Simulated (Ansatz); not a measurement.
# P2H⁺, triplet in 6-31G: errors against full CI

Geometry: that of the P2H, doublet, kept fixed. The singlet lies 1.3 eV lower here.

| atom | x (Å) | y (Å) | z (Å) |
| --- | --- | --- | --- |
| P | 0.0000 | -0.0767 | 0.9739 |
| P | 0.0000 | 0.0334 | -1.0140 |
| H | 0.0000 | 1.3332 | 1.2319 |

Basis 6-31G; Ansatz 0.2.0. Only valence electrons are correlated (noble-gas cores frozen), which leaves 10 electrons in 18 orbitals. R marks a restricted (for open shells ROHF) determinant, U an unrestricted one. Active spaces: valence = (10e, 9o) chosen from the atoms' valence shells.

Full CI is exact within this basis and frozen core; it isn't the basis-set limit. The frozen core follows each run's orbitals, which can shift R against U totals by a few meV.

Unrestricted rows (U) aren't spin-pure: their determinants' ⟨S²⟩ exceeds S(S+1) by up to 0.64, so they mix in states of higher spin. HF rows: RHF is the lowest solution found, UHF is the lowest solution found. Coupled cluster chose its determinant by a search with trial CCSD, here up to 0.32 eV above the lowest Hartree–Fock solution of its kind, and MP2 stands on that determinant too.

```
UHF ⟨S²⟩                          : 2.638
T1 diagnostic (RCCSD)             : 0.0527
largest doubles amplitude (RCCSD) : 0.210
T1 diagnostic (UCCSD)             : 0.0921
```

| level | E − E(full CI) (meV) | share of correlation (%) | wall time |
| --- | --- | --- | --- |
| RHF† | 3444 | – | – |
| UHF | 3123 | 16.95 | – |
| RMP2 | 894 | 76.23 | – |
| UMP2 | 1276 | 66.06 | – |
| RCCSD | 180 | 95.21 | – |
| UCCSD | 172 | 95.43 | – |
| RCCSD(T) | 56 | 98.52 | 2.8 s |
| UCCSD(T) | 70 | 98.13 | 4.6 s |
| BCCD(T) | 64 | 98.30 | 3.1 s |
| RCCSDT | 28 | 99.25 | – |
| UCCSDT | 27 | 99.27 | – |
| RCCSDT(Q) | 3 | 99.92 | 7 s |
| UCCSDT(Q) | 8 | 99.79 | 9.5 s |
| RCCSDTQ | 2 | 99.94 | 32 s (H100) |
| UCCSDTQ | 2 | 99.95 | 34 s (H100) |
| CASSCF (valence space) | 900 | 76.07 | – |
| NEVPT2 (valence space) | 241 | 93.60 | 2.8 s |
| MRCISD (valence space) | 28 | 99.26 | – |
| MRCISD+Q (valence space) | 8 | 99.79 | 4 s |
| MRCISD+Q(relaxed) (valence space) | 1 | 99.98 | 6 s |

A dagger marks rows that describe another state than the reference (another or a broken symmetry, a higher spin or other natural occupations), so the difference holds a gap between states beside the method's error.

The correlation energy at full CI, counted from the determinant under the R cluster runs, is -3.760 eV. That run took 27 s on 2 threads of AMD EPYC 7R13 with a shared H100 80 GB, shared host over 36,719,424 determinants.

Run but not shown, since their state, orbitals or frozen core can't be matched to the reference's or they repeat it: CISD.

Times hold each run's SCF and search for its determinant on a shared host, so for small cases they say little of a method's own cost; rows without a card ran on 1 thread of AMD EPYC 7R13.

The full-CI state has the irrep A' of Cs, in the program's axes.

Natural occupations of full CI about the gap: 1.984 1.961 1.929 1.809 1.045 0.975 0.193 0.040 0.033 0.006; effectively unpaired electrons, Σ n²(2−n)², 2.27.
